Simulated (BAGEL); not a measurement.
# CH7BSi (SMILES CB[SiH3]), step by step

We compute the energy (HF/def2-SVP), then the energy (NEVPT2(2,2)/def2-SVP), then the energy (CASPT2(2,2)/def2-SVP) of CH7BSi. 

Program for the calculation: BAGEL 1.2.2.

1 further run of the same task is left out (set aside as unsound or not needed).

## 1. The system as given

CH7BSi: 10 atoms, total charge 0, spin state singlet. As SMILES, `CB[SiH3]`. Geometry: relaxed at PBE0-D4/def2-TZVP.

Bond lengths: C1–B2 1.550 Å, B2–Si3 2.018 Å, C1–H4 1.106 Å, C1–H5 1.092 Å, C1–H6 1.091 Å, B2–H7 1.201 Å, Si3–H8 1.491 Å, Si3–H9 1.491 Å, Si3–H10 1.494 Å. Some angles: C1–B2–Si3 124.4°, C1–B2–H7 118.6°, Si3–B2–H7 117.0°, B2–C1–H4 102.7°, B2–C1–H5 114.9°, B2–C1–H6 116.1°, B2–Si3–H8 111.7°, B2–Si3–H9 114.0°, B2–Si3–H10 107.9°, H4–C1–H5 105.3°.

## 2. The energy at HF/def2-SVP (density fitting with svp-jkfit) (run 1)

File hf.json:

```json
{ "bagel": [

{
  "title": "molecule",
  "basis": "svp",
  "df_basis": "svp-jkfit",
  "angstrom": true,
  "geometry": [
    { "atom": "C", "xyz": [      -1.087883,       0.974986,      -0.576902 ] },
    { "atom": "B", "xyz": [       0.112000,       0.000300,      -0.689900 ] },
    { "atom": "Si", "xyz": [       1.014100,      -0.883100,       0.884800 ] },
    { "atom": "H", "xyz": [      -1.958383,       0.307486,      -0.716202 ] },
    { "atom": "H", "xyz": [      -1.157883,       1.712186,      -1.380002 ] },
    { "atom": "H", "xyz": [      -1.228583,       1.454086,       0.393398 ] },
    { "atom": "H", "xyz": [       0.516800,      -0.288200,      -1.783700 ] },
    { "atom": "H", "xyz": [       1.154200,      -2.354100,       0.685500 ] },
    { "atom": "H", "xyz": [       0.324900,      -0.654200,       2.186700 ] },
    { "atom": "H", "xyz": [       2.393700,      -0.320800,       0.999300 ] }
  ]
},

{
  "title": "hf",
  "charge": 0
},

{
  "title": "print",
  "file": "orbitals.molden",
  "orbitals": true
}

]}
```

Run with:

```console
BAGEL_NUM_THREADS=1 BAGEL hf.json > hf.out
```

What it wrote:

```text
* using 1 threads per process

  ===============================================================
  ===============================================================

  *** Geometry ***

  { "atom" : "C", "xyz" : [     -2.055801,      1.842457,     -1.090187 ] },
  { "atom" : "B", "xyz" : [      0.211649,      0.000567,     -1.303722 ] },
  { "atom" : "Si", "xyz" : [      1.916371,     -1.668817,      1.672030 ] },
  { "atom" : "H", "xyz" : [     -3.700808,      0.581064,     -1.353426 ] },
  { "atom" : "H", "xyz" : [     -2.188082,      3.235563,     -2.607826 ] },
  { "atom" : "H", "xyz" : [     -2.321685,      2.747824,      0.743414 ] },
  { "atom" : "H", "xyz" : [      0.976610,     -0.544619,     -3.370704 ] },
  { "atom" : "H", "xyz" : [      2.181122,     -4.448604,      1.295407 ] },
  { "atom" : "H", "xyz" : [      0.613972,     -1.236259,      4.132264 ] },
  { "atom" : "H", "xyz" : [      4.523437,     -0.606224,      1.888403 ] },

  Number of auxiliary basis functions:      404

  Since a DF basis is specified, we compute 2- and 3-index integrals:
    o Being stored without compression. Storage requirement is 0.021 GB

  Number of basis functions:       81
  Number of electrons      :       32

    * METHOD: MOLECULE                             0.16

  *** RHF ***

  === Nuclear Repulsion ===
    91.0616522024

      * DIIS with orbital gradients will be used.

  === RHF iteration (svp) ===
      0       -355.27662816          0.01472774           0.04
      1       -355.37760538          0.00599386           0.04
      2       -355.39253500          0.00145322           0.04
      3       -355.39398356          0.00017053           0.04
      4       -355.39400663          0.00004871           0.04
      5       -355.39400912          0.00001197           0.04
      6       -355.39400926          0.00000342           0.04
      7       -355.39400927          0.00000133           0.05
      8       -355.39400928          0.00000043           0.04
      9       -355.39400928          0.00000012           0.04
     10       -355.39400928          0.00000004           0.04
     11       -355.39400928          0.00000001           0.04
     12       -355.39400928          0.00000000           0.05
    * SCF iteration converged.

    * Permanent dipole moment:
           (    0.361704,    -0.230445,     0.226727) a.u.

    * METHOD: HF                                   0.68

    * METHOD: PRINT                                0.01

  ===============================================================
```

Wall time 0.99 s (1 thread of Arm Neoverse V2, shared host); peak memory 0.15 GiB.

## 3. The energy at NEVPT2(2,2)/def2-SVP (density fitting with svp-jkfit) (run 2)

File calc.json:

```json
{ "bagel": [

{
  "title": "molecule",
  "basis": "svp",
  "df_basis": "svp-jkfit",
  "angstrom": true,
  "geometry": [
    { "atom": "C", "xyz": [      -1.087883,       0.974986,      -0.576902 ] },
    { "atom": "B", "xyz": [       0.112000,       0.000300,      -0.689900 ] },
    { "atom": "Si", "xyz": [       1.014100,      -0.883100,       0.884800 ] },
    { "atom": "H", "xyz": [      -1.958383,       0.307486,      -0.716202 ] },
    { "atom": "H", "xyz": [      -1.157883,       1.712186,      -1.380002 ] },
    { "atom": "H", "xyz": [      -1.228583,       1.454086,       0.393398 ] },
    { "atom": "H", "xyz": [       0.516800,      -0.288200,      -1.783700 ] },
    { "atom": "H", "xyz": [       1.154200,      -2.354100,       0.685500 ] },
    { "atom": "H", "xyz": [       0.324900,      -0.654200,       2.186700 ] },
    { "atom": "H", "xyz": [       2.393700,      -0.320800,       0.999300 ] }
  ]
},

{ "title": "hf" },

{ "title": "nevpt2", "nstate": 1, "nact": 2, "nclosed": 15, "active": [8, 32], "maxiter": 200, "natocc": true, "ncore": 7 },

{ "title": "print", "file": "orbitals.molden", "orbitals": true }

]}
```

Run with:

```console
BAGEL_NUM_THREADS=1 BAGEL calc.json > calc.out
```

What it wrote:

```text
* using 1 threads per process

  ===============================================================
  ===============================================================

  *** Geometry ***

  { "atom" : "C", "xyz" : [     -2.055801,      1.842457,     -1.090187 ] },
  { "atom" : "B", "xyz" : [      0.211649,      0.000567,     -1.303722 ] },
  { "atom" : "Si", "xyz" : [      1.916371,     -1.668817,      1.672030 ] },
  { "atom" : "H", "xyz" : [     -3.700808,      0.581064,     -1.353426 ] },
  { "atom" : "H", "xyz" : [     -2.188082,      3.235563,     -2.607826 ] },
  { "atom" : "H", "xyz" : [     -2.321685,      2.747824,      0.743414 ] },
  { "atom" : "H", "xyz" : [      0.976610,     -0.544619,     -3.370704 ] },
  { "atom" : "H", "xyz" : [      2.181122,     -4.448604,      1.295407 ] },
  { "atom" : "H", "xyz" : [      0.613972,     -1.236259,      4.132264 ] },
  { "atom" : "H", "xyz" : [      4.523437,     -0.606224,      1.888403 ] },

  Number of auxiliary basis functions:      404

  Since a DF basis is specified, we compute 2- and 3-index integrals:
    o Being stored without compression. Storage requirement is 0.021 GB

  Number of basis functions:       81
  Number of electrons      :       32

    * METHOD: MOLECULE                             0.15

  *** RHF ***

  === Nuclear Repulsion ===
    91.0616522024

      * DIIS with orbital gradients will be used.

  === RHF iteration (svp) ===
      0       -355.27662816          0.01472774           0.04
      1       -355.37760538          0.00599386           0.04
      2       -355.39253500          0.00145322           0.05
      3       -355.39398356          0.00017053           0.04
      4       -355.39400663          0.00004871           0.04
      5       -355.39400912          0.00001197           0.04
      6       -355.39400926          0.00000342           0.04
      7       -355.39400927          0.00000133           0.04
      8       -355.39400928          0.00000043           0.04
      9       -355.39400928          0.00000012           0.05
     10       -355.39400928          0.00000004           0.04
     11       -355.39400928          0.00000001           0.07
     12       -355.39400928          0.00000000           0.05
    * SCF iteration converged.

    * Permanent dipole moment:
           (    0.361704,    -0.230445,     0.226727) a.u.

    * METHOD: HF                                   0.71

    * freezing 7 orbitals
  ---------------------------
      CASSCF calculation
  ---------------------------

    ==== Active orbitals : =====
         Orbital 8
         Orbital 32
    ============================

    * nstate   :      1
    * nclosed  :     15
    * nact     :      2
    * nvirt    :     64
  === CASSCF iteration (svp) ===

    * Using the second-order algorithm

      0  0      -355.39429680     4.52e-05      0.02

      1  0      -355.39501180     1.15e-04      0.26

      2  0      -355.40149526     5.25e-04      0.20

      3  0      -355.40528686     3.15e-04      0.27

      4  0      -355.40541691     5.30e-05      0.26

      5  0      -355.40541869     1.52e-05      0.26

      6  0      -355.40541875     4.33e-06      0.27

      7  0      -355.40541875     1.19e-06      0.29

      8  0      -355.40541875     3.24e-07      0.28

      9  0      -355.40541875     8.74e-08      0.24

     10  0      -355.40541875     2.35e-08      0.21

     11  0      -355.40541875     6.32e-09      0.19

    * Second-order optimization converged. *

     guess   0:   closed 1.                   open ..

  === FCI iteration ===

      0  0      -355.39392389     7.49e-02      0.00
      1  0      -355.40541716     6.63e-04      0.00
      2  0 *    -355.40541875     4.37e-16      0.00

     * ci vector, state   0, <S^2> = 0.0000
       2.     0.9970711090
       .2    -0.0764800869

  === DF-NEVPT2 calculation ===

    * 3-index integral transformation done
    * assembly done

      NEVPT2 correlation energy:   -0.3176298684      0.11

          (+0)     -0.2495729090
          (+0)'    -0.0211656450
          (+1)     -0.0038484851
          (+1)'    -0.0000000000
          (+2)     -0.0001850562
          (-1)     -0.0345479712
          (-1)'     0.0000000000
          (-2)     -0.0083098019

      NEVPT2 total energy:       -355.7230486166

    * METHOD: NEVPT2                               3.06

    * METHOD: PRINT                                0.01

  ===============================================================
```

Run time: 4.2 s. Hardware: 1 thread of Arm Neoverse V2, shared host; peak memory 0.15 GiB.

## 4. A single-point energy at CASPT2(2,2)/def2-SVP (density fitting with svp-jkfit) (run 3)

File calc.json:

```json
{ "bagel": [

{
  "title": "molecule",
  "basis": "svp",
  "df_basis": "svp-jkfit",
  "angstrom": true,
  "geometry": [
    { "atom": "C", "xyz": [   -1.087883,    0.974986,   -0.576902 ] },
    { "atom": "B", "xyz": [    0.112000,    0.000300,   -0.689900 ] },
    { "atom": "Si", "xyz": [    1.014100,   -0.883100,    0.884800 ] },
    { "atom": "H", "xyz": [   -1.958383,    0.307486,   -0.716202 ] },
    { "atom": "H", "xyz": [   -1.157883,    1.712186,   -1.380002 ] },
    { "atom": "H", "xyz": [   -1.228583,    1.454086,    0.393398 ] },
    { "atom": "H", "xyz": [    0.516800,   -0.288200,   -1.783700 ] },
    { "atom": "H", "xyz": [    1.154200,   -2.354100,    0.685500 ] },
    { "atom": "H", "xyz": [    0.324900,   -0.654200,    2.186700 ] },
    { "atom": "H", "xyz": [    2.393700,   -0.320800,    0.999300 ] }
  ]
},
{ "title": "hf" },
{ "title": "casscf", "nstate": 1, "nact": 2, "nclosed": 15, "active": [8, 32], "maxiter": 200, "natocc": true },
{ "title": "print", "file": "orbitals.molden", "orbitals": true },
{ "title": "smith", "method": "caspt2", "ms": true, "xms": true, "sssr": true, "shift": 0.2, "shift_imag": true, "ncore": 7 }

]}
```

Run with:

```console
BAGEL_NUM_THREADS=1 BAGEL calc.json > calc.out
```

What it wrote:

```text
* using 1 threads per process

  ===============================================================
  ===============================================================

  *** Geometry ***

  { "atom" : "C", "xyz" : [     -2.055801,      1.842457,     -1.090187 ] },
  { "atom" : "B", "xyz" : [      0.211649,      0.000567,     -1.303722 ] },
  { "atom" : "Si", "xyz" : [      1.916371,     -1.668817,      1.672030 ] },
  { "atom" : "H", "xyz" : [     -3.700808,      0.581064,     -1.353426 ] },
  { "atom" : "H", "xyz" : [     -2.188082,      3.235563,     -2.607826 ] },
  { "atom" : "H", "xyz" : [     -2.321685,      2.747824,      0.743414 ] },
  { "atom" : "H", "xyz" : [      0.976610,     -0.544619,     -3.370704 ] },
  { "atom" : "H", "xyz" : [      2.181122,     -4.448604,      1.295407 ] },
  { "atom" : "H", "xyz" : [      0.613972,     -1.236259,      4.132264 ] },
  { "atom" : "H", "xyz" : [      4.523437,     -0.606224,      1.888403 ] },

  Number of auxiliary basis functions:      404

  Since a DF basis is specified, we compute 2- and 3-index integrals:
    o Being stored without compression. Storage requirement is 0.021 GB

  Number of basis functions:       81
  Number of electrons      :       32

    * METHOD: MOLECULE                             0.15

  *** RHF ***

  === Nuclear Repulsion ===
    91.0616522024

      * DIIS with orbital gradients will be used.

  === RHF iteration (svp) ===
      0       -355.27662816          0.01472774           0.04
      1       -355.37760538          0.00599386           0.04
      2       -355.39253500          0.00145322           0.04
      3       -355.39398356          0.00017053           0.04
      4       -355.39400663          0.00004871           0.04
      5       -355.39400912          0.00001197           0.04
      6       -355.39400926          0.00000342           0.04
      7       -355.39400927          0.00000133           0.04
      8       -355.39400928          0.00000043           0.04
      9       -355.39400928          0.00000012           0.04
     10       -355.39400928          0.00000004           0.04
     11       -355.39400928          0.00000001           0.04
     12       -355.39400928          0.00000000           0.04
    * SCF iteration converged.

    * Permanent dipole moment:
           (    0.361704,    -0.230445,     0.226727) a.u.

    * METHOD: HF                                   0.63

  ---------------------------
      CASSCF calculation
  ---------------------------

    ==== Active orbitals : =====
         Orbital 8
         Orbital 32
    ============================

    * nstate   :      1
    * nclosed  :     15
    * nact     :      2
    * nvirt    :     64
  === CASSCF iteration (svp) ===

    * Using the second-order algorithm

      0  0      -355.39429680     4.52e-05      0.02

      1  0      -355.39501180     1.15e-04      0.24

      2  0      -355.40149526     5.25e-04      0.19

      3  0      -355.40528686     3.15e-04      0.26

      4  0      -355.40541691     5.30e-05      0.26

      5  0      -355.40541869     1.52e-05      0.26

      6  0      -355.40541875     4.33e-06      0.27

      7  0      -355.40541875     1.19e-06      0.29

      8  0      -355.40541875     3.24e-07      0.28

      9  0      -355.40541875     8.74e-08      0.25

     10  0      -355.40541875     2.35e-08      0.22

     11  0      -355.40541875     6.32e-09      0.19

    * Second-order optimization converged. *

     guess   0:   closed 1.                   open ..

  === FCI iteration ===

      0  0      -355.39392389     7.49e-02      0.00
      1  0      -355.40541716     6.63e-04      0.00
      2  0 *    -355.40541875     4.37e-16      0.00

     * ci vector, state   0, <S^2> = 0.0000
       2.     0.9970711090
       .2    -0.0764800869

    * METHOD: CASSCF                               2.81

    * METHOD: PRINT                                0.01

  === SMITH program ===

    * freezing 7 orbitals

    * Approximate memory requirement for SMITH calulation per MPI process:
      o Storage requirement for T-amplitude, lambda, and residual is 0.01 GB
      o Storage requirement for MO integrals is 0.00 GB
    * Calculating and saving rdm4f

    * Zeroth order energy : state  0       -1.1689502668

    * CASPT2 iteration is performed using orthogonal basis

      -------------------------------------------  CASPT2 iteration  ---------------------------------------------------
       #      aibj      arbs      arbi      airj      risj      airs      arst      rist         Etot      error   time
      ------------------------------------------------------------------------------------------------------------------

       0  -0.24929  -0.01003  -0.03530  -0.00462  -0.00028  -0.01833  -0.00000  -0.00000   -0.3178478  0.0023340   0.05
       1  -0.24978  -0.01015  -0.03554  -0.00479  -0.00032  -0.01898  -0.00000  -0.00000   -0.3195632  0.0004148   0.04
       2  -0.24982  -0.01015  -0.03555  -0.00481  -0.00032  -0.01899  -0.00000  -0.00000   -0.3196369  0.0000859   0.04
       3  -0.24981  -0.01015  -0.03555  -0.00480  -0.00032  -0.01900   0.00000  -0.00000   -0.3196392  0.0000176   0.05
       4  -0.24981  -0.01015  -0.03555  -0.00480  -0.00032  -0.01900  -0.00000  -0.00000   -0.3196393  0.0000043   0.05
       5  -0.24981  -0.01015  -0.03555  -0.00480  -0.00032  -0.01900   0.00000  -0.00000   -0.3196393  0.0000009   0.05

      ------------------------------------------------------------------------------------------------------------------

    * CASPT2 energy : state  0     -355.7271959367
        w/o shift correction       -355.7250580712
        reference weight              0.8905254715

    * METHOD: SMITH                                0.42

  ===============================================================
```

It took 4.2 s on 1 thread of Arm Neoverse V2, shared host; peak memory 0.15 GiB.

## 5. Outcome

| quantity | value |
| --- | --- |
| run 1, HF/def2-SVP: total energy | -355.39401 Eh |
| run 1, HF/def2-SVP: dipole moment | 1.23 D |
| run 1, HF/def2-SVP: HOMO energy | -10.90 eV |
| run 1, HF/def2-SVP: LUMO energy | 1.89 eV |
| run 1, HF/def2-SVP: HOMO–LUMO gap | 12.79 eV |
| run 2, NEVPT2(2,2)/def2-SVP: total energy | -355.72305 Eh |
| run 3, CASPT2(2,2)/def2-SVP: total energy | -355.72720 Eh |
